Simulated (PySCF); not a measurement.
Computed and published core binding energies of ozone

What was measured (core binding energies): O 1s of O1/O3 541.75 eV [1]; O 1s of O2 (atom 2) 546.44 eV [1]. Sources and the comparison follow the method.

Species: ozone, O₃.
SMILES with atom numbers: `[O:1]=[O+:2][O-:3]`

Theory: delta-SCF UKS SCAN, pcX-2 on the ionised atom, pcseg-1 elsewhere, spin-free X2C in PySCF. Vertical ΔSCF values, vacuum level as zero.

```tsv
atom	environment	level	this calculation (eV)	reference (eV)	difference (eV)	source
O1/O3	oxygen bonded to O	O 1s	541.53	541.75	-0.22	[1]
O2	oxygen bonded to 2 O	O 1s	547.23	546.44	+0.79	[1]
```

[1] measured, gas; CORE65 (Golze, Keller, Rinke, J. Phys. Chem. Lett. 2020, 11, 1840), as tabulated in Jana, Herbert, J. Chem. Phys. 2023, 158, 094111, SI

Question: How well does this level of theory reproduce the measurements here?

Answer: Over the 2 different measured values (2 distinct lines) the mean signed difference is +0.28 eV, the mean unsigned one 0.50 eV and the largest 0.79 eV. The calculation is vertical and has no vibrational structure, and measured positions depend on the energy calibration.

Lowest listed O 1s: O1/O3, bonded to O. Highest, 5.70 eV above it: O2, bonded to 2 O. Summing the Pauling electronegativity differences to the bonded atoms, each weighted by its formal bond order, gives 0.00 for the lowest site and 0.00 for the highest; the sum is the same at every site.

The first atom of each set that the bonding makes equivalent was ionised and stands for the set. The unrestricted hole states depart most from a pure doublet (⟨S²⟩ = 0.75; over 0.85 named) for O 1s of O1/O3 (0.96), which makes this value less certain. Isolated species at its PBE0-D3(BJ)/def2-SVP geometry, gas phase.
